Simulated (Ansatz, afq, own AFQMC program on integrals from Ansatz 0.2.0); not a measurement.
# AFQMC, coupled cluster and functionals along a coordinate of MgGeH2, triplet

```xyz
4

Ge    0.0000   -0.0303    0.5186
Mg    0.0000    0.0481   -1.4839
H     0.0000    1.1048    1.5826
H     0.0000   -0.0794   -3.1771
```

The Ge1–Mg2 distance is changed with both sides rigid. Energies in eV count from this geometry (2.004 Å) at the same level; the start stands on ROHF, each point on the determinant named.

Basis cc-pVDZ. Only valence electrons are correlated. Integrals, coupled cluster, full CI and functionals: Ansatz 0.2.0; the random walks run on the same integrals in our own AFQMC program. ph-AFQMC/CISD is guided by a CISD state made of CCSD amplitudes; releasing the constraint for a short imaginary time cuts its bias at the price of noise, slowly where states lie close. ± is one standard error of the sampling. No spin–orbit coupling.

Cautions, each for one point or more: a spin-contaminated unrestricted determinant lies lower; inner d shell frozen; lower spins were not checked; no relativity below Rb; no spin-orbit coupling.

```
r(Ge1–Mg2) / Å  det.     T1  weight     MP2  wB97M-V  CCSD(T)
         3.095  ROHF  0.027    0.89  -1.284   -1.005   -1.313
         4.110  ROHF  0.036    0.88  -0.186    0.039   -0.285
         8.532  ROHF  0.025    0.90  -0.051    0.233   -0.126
```

Problem. Estimate the curve of CCSDT(Q), counted from the same start.

Solution. 
| r(Ge1–Mg2) / Å | det. | T1 | weight | CCSDT(Q) | ph-AFQMC/CISD | released AFQMC |
| --- | --- | --- | --- | --- | --- | --- |
| 3.095 | ROHF | 0.027 | 0.89 | -1.321 | -1.316 ± 0.012 | -1.322 ± 0.011 |
| 4.110 | ROHF | 0.036 | 0.88 | -0.289 | -0.258 ± 0.011 | -0.277 ± 0.012* |
| 8.532 | ROHF | 0.025 | 0.90 | -0.122 | -0.115 ± 0.011 | -0.124 ± 0.010 |

Weight is that of the determinant in the CISD state; at the start T1 is 0.022 and the weight 0.90. An asterisk marks released energies that aren't shown to be converged. Largest departures from CCSDT(Q), at the points where its series has closed: CCSD(T) 0.008 eV at 3.095 (on ROHF), ph-AFQMC/CISD 0.030 eV at 4.110 (on ROHF), released AFQMC -0.002 eV at 8.532 (on ROHF) (within the noise), MP2 0.103 eV at 4.110 (on ROHF), wB97M-V 0.355 eV at 8.532. Functionals count only at points shown to share the start's state and spin. In this small basis the wave-function levels are far from their limit, so their gap to the functionals isn't the functionals' error.

CCSDT and higher add their correlation energy to the determinant of the CCSD(T) run, since their own runs factorise the integrals more tightly (a shift of under 2 meV). A walk keeps the symmetry of its determinant, which the program's search chose and which needn't be the lowest solution, so a lower state of the same spin and another symmetry isn't excluded.
